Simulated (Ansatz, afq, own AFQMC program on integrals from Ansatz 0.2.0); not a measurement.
**Si2, singlet: AFQMC among the cluster methods**

```xyz
2

Si    0.0000    0.0000    0.0000
Si    0.0000    0.0000    2.7580
```

Basis 6-31G. Noble-gas cores (and the filled d shells of Ga–Kr and In–Xe) are frozen. AFQMC by an in-house program on the Cholesky factors that Ansatz 0.2.0 writes for its CCSD(T) run. ph-AFQMC/CISD is guided by a CISD state made of CCSD amplitudes; releasing the constraint for a short imaginary time cuts its bias at the price of noise, slowly where states lie close. ± is one standard error of the sampling.

Determinant: RHF, the one that the program's search chose, which needn't be the lowest solution. The geometry is a point of a scan.

Full CI on the same integrals is exact in this basis and with this determinant's frozen core.

Cautions: higher spins were not checked; restricted determinant unstable towards unrestricted (UHF 1.28 eV lower, ⟨S²⟩ 1.79); strong correlation (T1 0.020, weight of the determinant 0.81, largest double 0.32); the CCSD(T) amplitudes may be one of several solutions (largest double 0.32); the CCSDT(Q) amplitudes may be one of several solutions (largest double 0.32); the CCSDTQ amplitudes may be one of several solutions (largest double 0.84); the released energies are still falling, so no released level is given (meV from the phaseless value at times in 1/Eh: -13 ± 4 at 0.24, -22 ± 4 at 0.51, -33 ± 4 at 0.99, -44 ± 3 at 1.62, -52 ± 3 at 2.40); the determinant fills πx and πy unequally, so it mixes two states of the linear molecule, and each level undoes that mixture to a different degree, while full CI gives the lower state, and by Hund's rule a triplet of that filling probably lies lower still; CCSDTQ on the UHF determinant differs (344 meV lower), perhaps since the unrestricted series falls towards higher spin.

The T1 diagnostic is 0.0202 and the weight of the determinant in the CISD state is 0.810. The size of the correlated space is 8 electrons in 16 orbitals.

Reference: full CI, correlation energy -3.595 eV. The cautions show a poor starting determinant, so the rows tell how each method copes with it here, and full CI is the sure value.

```
        level  E − E(reference) (kJ/mol)  share of correlation (%)
           HF                      346.9                      0.00
          MP2                       82.6                     76.18
         CCSD                       23.0                     93.37
      CCSD(T)                       11.0                     96.82
        CCSDT                        9.3                     97.33
     CCSDT(Q)                        4.4                     98.72
       CCSDTQ                        0.9                     99.75
ph-AFQMC/CISD                 10.4 ± 0.4                     97.01
```

CCSDT and higher add their correlation energy to the determinant of the CCSD(T) run, since their own runs factorise the integrals more tightly (a shift of under 2 meV).
